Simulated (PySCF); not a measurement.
Record of a relaxation.

Species: F2O2S.
Bonds: O1–S2 (double), S2–O3 (double), S2–F4, S2–F5.

Method: PBE0-D3(BJ)/def2-SVP geometry optimisation, gas phase (PySCF 2.14.0); density fitting, grid level 1; the optimiser is geomeTRIC in internal coordinates, started from a GFN2-xTB structure with every atom displaced at random (about 0.01 Å). The frame can shift and turn from step to step; on so coarse a grid that alone can change the energy by a few meV, and forces under 0.02 eV/Å are noise.

Step 0: E = -20336.8348 eV, largest atomic force 2.681 eV/Å
```
atom  x, y, z in Å  |  force x, y, z in eV/Å
O1     -0.218   -1.130   -0.972   -0.246  -0.732  -1.165
S2     -0.070   -0.165    0.041    1.415   1.848  -1.330
O3     -0.381   -0.379    1.385   -0.427  -0.119   2.203
F4     -0.711    1.214   -0.417   -0.158  -0.541   0.062
F5      1.413    0.427   -0.075   -0.584  -0.456   0.230
```

Step 1: E = -20336.5078 eV, largest atomic force 4.428 eV/Å
```
atom  x, y, z in Å  |  force x, y, z in eV/Å
O1      0.864   -0.692   -1.071    0.358   1.840   0.708
S2      0.203   -0.002    0.013   -0.746  -4.364  -0.080
O3      0.458   -0.200    1.400    1.311   1.080   0.295
F4     -1.248   -0.572   -0.083   -1.353  -0.076  -0.485
F5     -0.246    1.431   -0.297    0.429   1.520  -0.439
```

Step 2: E = -20336.8230 eV, largest atomic force 2.586 eV/Å
```
atom  x, y, z in Å  |  force x, y, z in eV/Å
O1      0.887   -0.656   -1.065   -0.238   1.035   0.558
S2      0.165   -0.043    0.018    0.172  -2.580   0.069
O3      0.496   -0.171    1.399    0.395   0.495  -0.075
F4     -1.306   -0.588   -0.096   -0.394   0.112  -0.214
F5     -0.212    1.423   -0.295    0.065   0.938  -0.338
```

Step 3: E = -20336.9014 eV, largest atomic force 0.387 eV/Å
```
atom  x, y, z in Å  |  force x, y, z in eV/Å
O1      0.886   -0.624   -1.068    0.062  -0.024   0.216
S2      0.158   -0.087    0.034   -0.222  -0.165  -0.163
O3      0.518   -0.151    1.411    0.076  -0.034  -0.141
F4     -1.334   -0.576   -0.105   -0.003  -0.155   0.082
F5     -0.196    1.401   -0.311    0.087   0.377   0.005
```

Step 4: E = -20336.9076 eV, largest atomic force 0.105 eV/Å
```
atom  x, y, z in Å  |  force x, y, z in eV/Å
O1      0.887   -0.627   -1.060    0.017  -0.022  -0.059
S2      0.148   -0.084    0.028   -0.005  -0.039   0.057
O3      0.518   -0.151    1.402   -0.001   0.024   0.000
F4     -1.339   -0.595   -0.099    0.039   0.097  -0.011
F5     -0.183    1.420   -0.311   -0.050  -0.060   0.012
```

Step 5: E = -20336.9083 eV, largest atomic force 0.035 eV/Å
```
atom  x, y, z in Å  |  force x, y, z in eV/Å
O1      0.889   -0.628   -1.060   -0.004  -0.008  -0.010
S2      0.150   -0.085    0.029   -0.026  -0.005   0.023
O3      0.519   -0.151    1.403    0.012  -0.003  -0.005
F4     -1.338   -0.588   -0.101    0.016   0.014   0.001
F5     -0.188    1.416   -0.309    0.003   0.003  -0.008
```

Step 6: E = -20336.9083 eV, largest atomic force under 0.02 eV/Å
```
atom  x, y, z in Å  |  force x, y, z in eV/Å
O1      0.889   -0.628   -1.060   -0.003  -0.006  -0.004
S2      0.149   -0.085    0.029   -0.009  -0.007  -0.002
O3      0.520   -0.151    1.403    0.004   0.002  -0.004
F4     -1.338   -0.588   -0.101    0.002   0.008   0.010
F5     -0.189    1.416   -0.309    0.006   0.003   0.000
```

Problem. Summarise the path.

Solution. The energy falls by 7.09 kJ/mol from step 0 to step 6; nine tenths of that is first reached at step 3. It rises by more than 0.2 meV at step 1. The largest force goes from 2.681 to under 0.02 eV/Å. Among the bonds S2=O3 changes most, from 1.397 to 1.424 Å; the atoms move by 0.034 Å rms after alignment.

Problem. Follow the three bonds and two angles with the largest change from start to end.

Solution. 
```
step  E above end (kJ/mol)  largest force (eV/Å)  S2=O3 (Å)  S2–F5 (Å)  O1=S2 (Å)  F4–S2–F5 (°)  O1–S2–F4 (°)
   0                  7.09                 2.681      1.397      1.601      1.407          91.8         110.2
   1                 38.64                 4.428      1.424      1.533      1.445          93.3         101.8
   2                  8.23                 2.586      1.426      1.545      1.438          94.9         105.5
   3                  0.67                 0.387      1.425      1.568      1.426          93.5         107.4
   4                  0.07                 0.105      1.424      1.577      1.423          95.4         107.7
   5                  0.00                 0.035      1.424      1.576      1.424          94.8         107.8
   6                  0.00            under 0.02      1.424      1.576      1.424          94.8         107.8
```

The cost below is that of the whole optimisation. Time: 11 s; peak memory 0.32 GiB. Hardware: one thread of an Arm Neoverse V1, shared host with 32 logical CPUs at a one-minute load of 25.
